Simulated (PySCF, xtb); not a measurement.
tetrafluoromethane (CF4), SMILES FC(F)(F)F.

Harmonic wavenumbers (cm⁻¹) from GFN2-xTB in xtb 6.7.1 at its own minimum, in rising order: 380, 380, 545, 545, 545, 861, 1147, 1147, 1147.

Q: What does B3LYP-D3(BJ)/def2-SVP (PySCF) give at its own minimum? (An estimate is asked for; the answer gives what the named calculation found.)

A: 437, 437, 630, 630, 630, 918, 1305, 1305, 1305. Paired by order, the mean absolute difference is 100 cm⁻¹ and the zero-point energies are 9.6 and 10.9 kcal/mol.
